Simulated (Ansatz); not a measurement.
**[BF2]+ (SMILES F[B+]F): methods side by side**

[BF2]+, singlet, SMILES `F[B+]F`. Each level relaxes the structure for itself.

Quantity: the zero-point energy at each level's own minimum, in kJ/mol. The values are calculated.

```
               level                    kind  program  value (kJ/mol)  less CCSD(T)/def2-TZVP
     SVWN5/def2-TZVP                     LDA   Ansatz            23.9                    -0.2
PBE-D3(BJ)/def2-TZVP                     GGA   Ansatz            23.5                    -0.6
    r2SCAN/def2-TZVP                meta-GGA   Ansatz            24.1                     0.0
   PBE0-D4/def2-TZVP           global hybrid   Ansatz            24.3                    +0.2
   wB97X-V/def2-TZVP  range-separated hybrid   Ansatz            24.1                     0.0
   CCSD(T)/def2-TZVP   coupled cluster or CI   Ansatz            24.1                     0.0
```

Differences are taken from CCSD(T)/def2-TZVP for orientation; it has basis-set and higher-order errors of its own. Harmonic and unscaled. The values span 23.5 to 24.3 kJ/mol.
